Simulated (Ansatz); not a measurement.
The cluster Li₂S⁻ (the lowest doublet isomer of a short search) was relaxed with r2SCAN-D4 (def2-TZVPD) in Ansatz in these states: charge -1 doublet, charge -1 quartet. The geometries follow in no particular order.

A:

Cartesian coordinates in Å:
```
Li -0.498 -0.473 -1.365
Li 1.301 0.452 0.662
S -0.803 0.021 0.703
```

B:

Cartesian coordinates in Å:
```
Li 0.7197 0.2871 1.8290
Li -1.2602 0.3262 -1.5004
S 0.5405 -0.6133 -0.3286
```

**Question.** Judge from the bond lengths which geometry belongs to which state (an estimate).

**Answer.** A is the charge -1 doublet (Li1–Li2 2.864 Å, Li2–S3 2.148 Å, Li1–S3 2.148 Å); B is the charge -1 quartet (Li1–Li2 3.874 Å, Li2–S3 2.345 Å, Li1–S3 2.345 Å).

At r2SCAN-D4/def2-TZVPD the highest occupied level of the charge -1 doublet lies above zero (up to 0.79 eV). By energy differences its removal costs 0.71 eV (vertical, to the charge 0 singlet, at r2SCAN-D4/def2-TZVPD); a positive level beside a positive removal energy at the same level points to self-interaction error. At r2SCAN-D4/def2-TZVPD the highest occupied level of the charge -1 quartet lies above zero (up to 0.75 eV). It is a level of α spin, whose loss leaves a triplet; that state wasn't run at this geometry and level. The electron is either unbound and held by the finite basis, or the level is raised by self-interaction error. At PBE0-D4/def2-TZVPD a doublet lies 1.81 eV below the charge -1 quartet. These are the stationary points nearest to one start from a short search; other shapes may lie lower in each state.
